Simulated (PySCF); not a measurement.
Partial charges of `C/C=C/C(C)=O`

C5H8O.
Structure used (PBE0-D3(BJ)/def2-TZVP), in Å, numbered top down from 1:
```xyz
14
C5H8O angstrom
C     -2.5032   -0.3737    0.3072
C     -1.1991    0.2204    0.6867
C     -0.0141   -0.1314    0.1923
C      1.2356    0.5284    0.6396
C      2.5022    0.0450   -0.0132
O      1.2442    1.4043    1.4760
H     -3.1780    0.3969   -0.0791
H     -2.3952   -1.1534   -0.4481
H     -2.9990   -0.8023    1.1841
H     -1.2025    1.0126    1.4332
H      0.0654   -0.9147   -0.5572
H      2.4447    0.1962   -1.0954
H      2.6216   -1.0303    0.1496
H      3.3606    0.5788    0.3891
```

Density: PBE0/pcSseg-2 (PySCF); schemes: Mulliken, IAO, Hirshfeld and ESP-fitted. One conformer (not necessarily the lowest) at the PBE0-D3(BJ)/def2-TZVP geometry, without solvent, vibrations or thermal averaging.

Question: For which atoms does the sign change between the 4 schemes (beyond +0.03 e in one, beyond −0.03 e in another)?

Answer: C2.

Question: Which atoms carry the highest charge in the Mulliken, IAO, Hirshfeld and ESP-fitted schemes?

Answer: All schemes agree: Mulliken C4 (+0.324); IAO C4 (+0.387); Hirshfeld C4 (+0.150); ESP-fitted C4 (+0.805).

Question: Which atoms carry the lowest charge in the Mulliken, IAO, Hirshfeld and ESP-fitted schemes?

Answer: The schemes don't all agree: Mulliken O6 (-0.409); IAO C5 (-0.488); Hirshfeld O6 (-0.249); ESP-fitted C5 (-0.615).

Question: Give the atomic charges in each scheme.

Answer: In e:

```json
{"atom": "C1", "environment": "allylic carbon", "Mulliken": "-0.004", "IAO": "-0.438", "Hirshfeld": "-0.117", "ESP-fitted": "-0.504"}
{"atom": "C2", "environment": "alkene CH carbon", "Mulliken": "-0.017", "IAO": "-0.064", "Hirshfeld": "-0.004", "ESP-fitted": "+0.238"}
{"atom": "C3", "environment": "alkene CH carbon", "Mulliken": "-0.172", "IAO": "-0.242", "Hirshfeld": "-0.080", "ESP-fitted": "-0.609"}
{"atom": "C4", "environment": "ketone carbonyl carbon", "Mulliken": "+0.324", "IAO": "+0.387", "Hirshfeld": "+0.150", "ESP-fitted": "+0.805"}
{"atom": "C5", "environment": "methyl carbon next to a carbonyl", "Mulliken": "-0.062", "IAO": "-0.488", "Hirshfeld": "-0.132", "ESP-fitted": "-0.615"}
{"atom": "O6", "environment": "ketone oxygen", "Mulliken": "-0.409", "IAO": "-0.442", "Hirshfeld": "-0.249", "ESP-fitted": "-0.561"}
{"atom": "H7", "environment": "methyl hydrogen", "Mulliken": "+0.045", "IAO": "+0.165", "Hirshfeld": "+0.057", "ESP-fitted": "+0.151"}
{"atom": "H8", "environment": "methyl hydrogen", "Mulliken": "+0.028", "IAO": "+0.151", "Hirshfeld": "+0.051", "ESP-fitted": "+0.158"}
{"atom": "H9", "environment": "methyl hydrogen", "Mulliken": "+0.046", "IAO": "+0.165", "Hirshfeld": "+0.057", "ESP-fitted": "+0.151"}
{"atom": "H10", "environment": "vinylic hydrogen", "Mulliken": "+0.056", "IAO": "+0.169", "Hirshfeld": "+0.054", "ESP-fitted": "+0.086"}
{"atom": "H11", "environment": "vinylic hydrogen", "Mulliken": "+0.025", "IAO": "+0.141", "Hirshfeld": "+0.046", "ESP-fitted": "+0.210"}
{"atom": "H12", "environment": "methyl hydrogen", "Mulliken": "+0.038", "IAO": "+0.164", "Hirshfeld": "+0.056", "ESP-fitted": "+0.160"}
{"atom": "H13", "environment": "methyl hydrogen", "Mulliken": "+0.037", "IAO": "+0.163", "Hirshfeld": "+0.056", "ESP-fitted": "+0.162"}
{"atom": "H14", "environment": "methyl hydrogen", "Mulliken": "+0.066", "IAO": "+0.170", "Hirshfeld": "+0.054", "ESP-fitted": "+0.170"}
```

Mean size of the charges over all atoms: ESP-fitted 0.327 e, IAO 0.239 e, Mulliken 0.095 e, Hirshfeld 0.083 e. Each set sums to the total charge, 0, to within 0.001 e. The Mulliken scheme gives each basis function's population to the atom it is centred on and halves the overlap population of two atoms between them. The Hirshfeld scheme weights the molecular density at each point by an atom's share of the summed free-atom densities.

Question: Sum the charges by element, for elements with more than one atom.

Answer: 
```json
{"element": "C", "atoms": "5", "Mulliken": "+0.068", "IAO": "-0.845", "Hirshfeld": "-0.183", "ESP-fitted": "-0.686"}
{"element": "H", "atoms": "8", "Mulliken": "+0.341", "IAO": "+1.287", "Hirshfeld": "+0.432", "ESP-fitted": "+1.247"}
```

Question: How closely do the schemes follow one another over all atoms?

Answer: Correlation coefficient and root-mean-square difference: IAO with Hirshfeld 0.96, 0.178 e; IAO with ESP-fitted 0.93, 0.179 e; Hirshfeld with ESP-fitted 0.91, 0.309 e; Mulliken with Hirshfeld 0.89, 0.077 e; Mulliken with ESP-fitted 0.81, 0.291 e; Mulliken with IAO 0.75, 0.188 e.

Question: How many electrons does the IAO scheme count on C2?

Answer: Z − q = 6 − (-0.064) = 6.064.

The run behind these numbers computed NMR shieldings as well. Time: 46 s wall; peak memory 1.3 GiB. Hardware: an Arm Neoverse V1 with one thread, shared host with 64 logical CPUs at a one-minute load of 31.
